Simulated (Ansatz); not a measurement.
How close CCSD(T) comes to the exact answer in a basis

Each species is computed at the geometry given (Å), with frozen cores, in Ansatz 0.2.0: RHF-CCSD(T) for singlets, UHF-CCSD(T) otherwise, and full CI in the same basis. The program picks the determinant by a search with trial CCSD, so it needn't be the lowest Hartree–Fock solution. States: PH triplet Σ⁻ or Δ, GeC singlet Σ⁺, B2H⁺ quintet Σ⁻ or Δ. Cases whose determinant has another symmetry than full CI's state, or lies over 0.5 eV above the lowest of its kind, whose (Q) step broke down or whose higher cluster runs on it stay over 0.1 eV above full CI weren't drawn. No relativity is included.

Task: Judging by size, spin and bonding and the diagnostics given, rank them by the size of CCSD(T)'s error in total energy against full CI in the same basis, smallest first (an estimate).
A. PH, triplet, cc-pVTZ: P 0.000 0.000 0.000; H 0.000 0.000 2.604. T1 0.038, (T) -142 meV in a correlation energy of -3.10 eV
B. GeC, singlet, cc-pVDZ: Ge 0.000 0.000 0.000; C 0.000 0.000 1.524. T1 0.072, (T) -496 meV in a correlation energy of -6.89 eV
C. B2H⁺, quintet, cc-pVDZ: B 0.000 0.000 0.114; B 0.000 0.000 -1.406; H 0.000 0.000 1.292. T1 0.102, (T) -107 meV in a correlation energy of -2.74 eV

Result: C (50.7 meV), B (66.0 meV), A (110.7 meV).

```tsv
species	basis	correlated electrons	CCSD(T) − full CI (meV)	CCSDT(Q) − full CI (meV)	unpaired electrons (full CI)	T1	⟨S²⟩ of the determinant
B2H⁺, quintet	cc-pVDZ	6	50.7	0.3	4.03	0.102	6.00
GeC, singlet	cc-pVDZ	8	66.0	-15.0	0.52	0.072	0.00
PH, triplet	cc-pVTZ	6	110.7*	0.9	2.98	0.038	2.88
```

Unpaired electrons are Σ n²(2−n)² over natural occupations; an open shell counts its own unpaired electrons too. Frozen cores follow each run's orbitals, which moves totals by a few meV. No single determinant describes PH, triplet well, by full CI's occupations. RHF is unstable for GeC, singlet in cc-pVDZ: UHF reaches ⟨S²⟩ = 1.15. An asterisk marks runs whose energy the program itself flagged as in doubt.
